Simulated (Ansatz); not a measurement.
A (111) slab of Ni (Fm-3m (No. 225)), 6 planes, outer planes Ni (top) and Ni (bottom), with 6 atoms (Ni6) in a surface cell of A = 5.077 Å², as cut from the bulk:

```yaml
crystal:
  lattice:
    - [2.42118, 0.00000, 0.00000]
    - [-1.21059, 2.09680, 0.00000]
    - [0.00000, 0.00000, 24.88443]
  atoms:
    - { symbol: Ni, position: [0.66667, 0.33333, 0.30139] }
    - { symbol: Ni, position: [0.33333, 0.66667, 0.38084] }
    - { symbol: Ni, position: [0.00000, 0.00000, 0.46028] }
    - { symbol: Ni, position: [0.66667, 0.33333, 0.53972] }
    - { symbol: Ni, position: [0.33333, 0.66667, 0.61916] }
    - { symbol: Ni, position: [0.00000, 0.00000, 0.69861] }
```

Method: DFT LDA, scalar-relativistic, plane waves, PAW in Ansatz 0.2.0. Cutoff 420 eV; k points 15×15×1 on the computed 6-atom cell (Γ-centred); Gaussian smearing, width 0.10 eV; collinear spin from starting moments 0.7 0.7 0.7 0.7 0.7 0.7 μB. The cell repeats along c with a dipole correction in the vacuum.

Against the same 6 atoms in the bulk, the slab as cut lies 1.614 eV higher and the relaxed slab 1.609 eV higher.

Q: Work out the surface energy before and after relaxation.

A: The slab has two faces, so γ = (E_slab − N·E_bulk)/(2A), the mean of both. As cut: 1.614/(2 × 5.077) = 0.1590 eV/Å², and 1 eV/Å² = 16.02 J/m², so γ = 2.55 J/m². Relaxed: 1.609/(2 × 5.077) = 0.1585 eV/Å² = 2.54 J/m². Relaxation recovers 0.3 % of the cost of cutting.

Q: A cut through this plane breaks about 3 nearest-neighbour bonds a surface cell. What does each broken bond cost, before relaxation?

A: One cut makes two faces and costs 2γA = 1.614 eV, shared by 3 bonds: 0.54 eV a bond. In a metal this is less than the cohesive energy a bond, since the bonds that remain at the surface strengthen.

Q: What is the ideal work of this cut, per area?

A: Griffith's ideal work is 2γ: 5.09 J/m² if the new faces stay rigid, 5.08 J/m² if they relax. One thickness was run, 6 planes, so γ can still shift with it.